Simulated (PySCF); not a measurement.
Molecule: `C[NH+]1CCC1`, [C4H10N]+.

Cartesian coordinates in Å; atom numbers follow the order of the lines, from 1:
```xyz
15

C     1.851   -0.587   -0.143
N     0.554   -0.253    0.470
C    -0.692   -1.011    0.054
C    -1.488    0.299    0.053
C    -0.146    1.038    0.094
H     2.144   -1.601    0.161
H     1.752   -0.540   -1.235
H     2.606    0.136    0.193
H     0.649   -0.299    1.491
H    -0.963   -1.809    0.757
H    -0.523   -1.437   -0.945
H    -2.121    0.484   -0.822
H    -2.087    0.441    0.963
H     0.009    1.839    0.828
H     0.222    1.359   -0.890
```

Total charge +1.

Geometry PBE0-D3(BJ)/def2-SVP throughout; GIAO in PySCF, gas phase, one conformer, non-relativistic; equivalent atoms averaged; basis pcSseg-1.

Problem. How do the absolute shieldings σ depend on the functional? (a selection of nuclei; ppm; last column core-seconds on shared hosts with different chips, so compare them loosely; the GGAs took longer than the global hybrids here, which isn't the general rule, and the cause wasn't traced)

Solution. 
```
functional                    kind  C3/C5     C1     C4     N2  H10/H14     H9    H13  H6/H7/H8    H12  core-s
        HF            Hartree–Fock  135.0  150.5  173.9  216.7    27.42  27.51  28.56     28.61  28.91     4.8
       LDA                     LDA  115.9  135.2  165.6  188.5    26.42  26.10  27.86     27.80  28.25      14
       PBE                     GGA  116.5  135.1  162.9  184.5    26.82  26.54  28.23     28.17  28.59      18
      BLYP                     GGA  110.6  129.6  157.2  178.0    26.98  26.74  28.40     28.32  28.73      18
      BP86                     GGA  115.9  134.6  162.0  184.9    26.89  26.66  28.29     28.23  28.65      17
      OPBE                     GGA  124.6  142.3  167.6  190.3    26.88  26.49  28.24     28.20  28.62      18
       KT2                     GGA  119.1  137.9  164.2  186.9    26.71  26.50  28.12     28.11  28.51      18
       KT3                     GGA  119.6  138.0  162.8  184.4    26.89  26.58  28.27     28.26  28.64      17
     B97-D                     GGA  116.3  134.7  160.6  183.3    27.03  26.78  28.42     28.35  28.77      17
     B3LYP           global hybrid  116.3  134.6  161.4  187.8    27.03  26.86  28.37     28.33  28.71      12
      PBE0           global hybrid  122.9  140.6  167.3  195.7    26.93  26.75  28.24     28.22  28.61      12
  mPW1PW91           global hybrid  122.0  139.8  166.1  194.7    26.98  26.81  28.29     28.27  28.65      12
      WP04           global hybrid  107.9  127.2  151.1  177.6    27.29  26.94  28.55     28.50  28.86     7.5
     B97-2           global hybrid  122.5  140.1  165.8  193.5    27.04  26.85  28.35     28.33  28.71     7.4
 BHandHLYP           global hybrid  123.4  140.8  166.4  199.8    27.11  27.04  28.37     28.37  28.72     7.4
 CAM-B3LYP  range-separated hybrid  120.3  138.3  165.2  195.9    26.99  26.88  28.29     28.26  28.63     9.7
   wB97X-D  range-separated hybrid  123.3  140.5  166.9  198.6    27.09  26.99  28.37     28.34  28.71     9.1
   LC-wPBE  range-separated hybrid  128.8  145.6  172.0  207.4    27.08  26.98  28.30     28.29  28.64      14
```

Problem. Which nucleus among those listed moves most, in ppm?

Solution. N2 (ammonium nitrogen): from 177.6 ppm with WP04 to 216.7 ppm with HF. The smallest spread is 0.66 ppm, at H12. Proton shifts span only some 12 ppm, so a few tenths of a ppm matter as much there as several ppm in carbon.
